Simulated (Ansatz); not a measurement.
Cubic perovskite KTaO3

All values below come from r²SCAN (plane waves, PAW; Ansatz, a quantum-chemistry and plane-wave program).

Run with plane-wave cutoff 560 eV, 8×8×8 k mesh, Fermi–Dirac smearing 0.01 eV, scalar-relativistic PAW data made under PBE.

Cell: measured lattice: a = 3.989 Å, b = 3.989 Å, c = 3.989 Å, α = 90.00°, β = 90.00°, γ = 90.00°.

For cubic perovskite KTaO3, the band gap is 2.63 eV and the smallest direct gap on the k points sampled comes out as 3.27 eV.

Measured, for comparison: band gap 3.64 eV (temperature not stated, no zero-point or thermal correction, indirect; as tabulated in Himmetoglu and Janotti (2016), arXiv:1601.06205).

Note: cell and atoms aren't relaxed at this level (pressure 0.3 GPa).

Spin–orbit coupling is not included.
